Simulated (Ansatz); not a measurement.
# AlClHLi (SMILES [Li][AlH][Cl]): functionals against CCSD(T) at one geometry

The task here is to estimate one member of a computed series from the others.

Program: Ansatz 0.2.0, Gaussian basis. Level of theory: single points in def2-TZVPP. These are calculated values, not measurements.

Correlated methods freeze the cores. The outer core shell of Li, Na, Mg and K is correlated.

1 further run of the same task is left out (it didn't finish).

**Starting geometry**

4 atoms, charge 0, spin multiplicity 1.

Atoms are counted from 1 here; the program's logs count them from 0.

Bond lengths: Al2–Cl3 2.308 Å, Al2–H4 1.580 Å. Angles: Cl3–Al2–H4 106.1°.

As a file:

```mol
AlClHLi
  3D, bonds by distance, orders not assigned

  4  2  0  0  0  0  0  0  0  0999 V2000
   -2.5242    0.2088    0.1667 Li  0  0
   -0.0208    0.0962   -0.0765 Al  0  0
    1.5336   -1.4194    0.7066 Cl  0  0
    0.8060    1.2932   -0.6936 H   0  0
  2  3  8  0
  2  4  8  0
M  END
```

Set-up of the first run:

run/in.yaml

```yaml
crystal:
  periodic: [false, false, false]
  atoms:
    - {symbol: Li, position_ang: [-2.524176, 0.208811, 0.166653]}
    - {symbol: Al, position_ang: [-0.020810, 0.096175, -0.076488]}
    - {symbol: Cl, position_ang: [1.533630, -1.419446, 0.706576]}
    - {symbol: H, position_ang: [0.806029, 1.293206, -0.693627]}
basis:
  gaussian: {orbitals: def2-TZVPP}
hamiltonian: {xc: pbe, dispersion: d4}
output: {forces: true}
```

Run with:

```sh
ansatz run in.yaml --threads 2 --pin off --events-out ev --progress --plain --max-ram 3481MiB
```

Steps of the session up to this table: PBE-D4/def2-TZVPP; r2SCAN-D4/def2-TZVPP; PBE0-D4/def2-TZVPP; wB97M-V/def2-TZVPP; CCSD(T)/def2-TZVPP.

One table of the session follows, with a row left open; its other results are not shown here.

| method | RMS force component (eV/Å) | angle to CCSD(T) forces (°) | dipole (D) |
| --- | --- | --- | --- |
| PBE-D4 | ? | ? | ? |
| r2SCAN-D4 | 0.638 | 2.5 | 9.00 |
| PBE0-D4 | 0.639 | 2.4 | 8.97 |
| wB97M-V | 0.591 | 2.8 | 9.08 |
| CCSD(T) | 0.627 | reference | 9.21 |

**Question.** Estimate the row for PBE-D4.

The run gave: RMS force component (eV/Å): 0.590; angle to CCSD(T) forces (°): 8.2; dipole (D): 8.58. In the column «RMS force component (eV/Å)» it is the lowest.
